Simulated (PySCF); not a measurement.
Cartesian coordinates (Å):
```xyz
5

C     -0.4328    -0.0797    -0.1015
O      0.8645    -0.3926     0.1416
H     -1.1318    -0.8425     0.2081
H     -0.7240     0.9627    -0.1570
H      1.4242     0.3520    -0.0911
```
Charge 0, spin multiplicity 2.

Question: What is the computed dipole moment, highest occupied spin orbital and total energy (PBE0-D3(BJ)/def2-TZVP (PySCF))?

Answer: 
```yaml
dipole_moment: 1.54 D
highest_occupied_spin_orbital: -5.19 eV
total_energy: -114.9802 Ha
```
